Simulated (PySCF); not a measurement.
## Frontier levels across methods

Species: isopentylamine, C5H13N.
Structure used (PBE0-D3(BJ)/def2-SVP), in Å, numbered top down from 1:
```
atom  x, y, z in Å
C1    -1.4573   -1.2969   -1.3265
C2    -0.8243   -0.1300   -0.5766
C3    -1.7631    0.3830    0.5115
C4     0.5487   -0.5255   -0.0317
C5     1.3589    0.6041    0.5838
N6     2.7003    0.1521    0.9043
H7    -1.6386   -2.1469   -0.6474
H8    -2.4253   -1.0138   -1.7686
H9    -0.8058   -1.6543   -2.1389
H10   -0.6672    0.6906   -1.3022
H11   -2.7508    0.6363    0.0955
H12   -1.9176   -0.3858    1.2875
H13   -1.3736    1.2842    1.0078
H14    0.4171   -1.3300    0.7180
H15    1.1560   -0.9641   -0.8411
H16    1.4377    1.4230   -0.1533
H17    0.8074    1.0274    1.4500
H18    3.2430    0.9074    1.3171
H19    2.6592   -0.5823    1.6096
```

Basis pcSseg-1 throughout (PySCF), one geometry. One conformer (not necessarily the lowest) at the PBE0-D3(BJ)/def2-SVP geometry, without solvent, vibrations or thermal averaging.

Q: How do the orbital energies, the gap and the dipole change with the method?

A: 
```
   method                    kind  HOMO (eV)  LUMO (eV)  gap (eV)  μ (D)  SCF cycles
     BLYP                     GGA      -5.04       0.65      5.69   1.24          13
     OPBE                     GGA      -5.14       0.94      6.08   1.25          13
      PBE                     GGA      -5.15       0.65      5.81   1.25          12
    B97-D                     GGA      -5.19       0.80      6.00   1.25          13
      LDA                     LDA      -5.24       0.45      5.68   1.31          13
     BP86                     GGA      -5.27       0.73      6.00   1.26          12
      KT2                     GGA      -5.33       0.56      5.90   1.21          13
      KT3                     GGA      -5.34       0.53      5.88   1.19          13
    B97-2           global hybrid      -6.44       1.53      7.97   1.29          12
    B3LYP           global hybrid      -6.45       1.17      7.61   1.28          12
     PBE0           global hybrid      -6.70       1.50      8.21   1.30          12
 mPW1PW91           global hybrid      -6.75       1.53      8.27   1.30          12
CAM-B3LYP  range-separated hybrid      -8.15       2.35     10.50   1.32          12
BHandHLYP           global hybrid      -8.17       2.19     10.36   1.33          12
  wB97X-D  range-separated hybrid      -8.66       3.32     11.97   1.32          13
  LC-wPBE  range-separated hybrid      -9.57       3.71     13.28   1.36          12
       HF            Hartree–Fock     -10.50       4.40     14.90   1.37          10
```

The HOMO spans 5.45 eV, from BLYP down to HF, and the gap runs from 5.68 eV (LDA) to 14.90 eV (HF). Over the methods BLYP (0 %), OPBE (0 %), PBE (0 %), B97-D (0 %), LDA (0 %), BP86 (0 %), KT2 (0 %), KT3 (0 %), B97-2 (21 %), B3LYP (20 %), PBE0 (25 %), mPW1PW91 (25 %), BHandHLYP (50 %), HF (100 %), a straight line through the gap against the share of exact exchange rises by 0.90 eV for each 10 % (correlation coefficient 0.999). The dipole ranges from 1.19 D (KT3) to 1.37 D (HF). This basis has no diffuse functions.
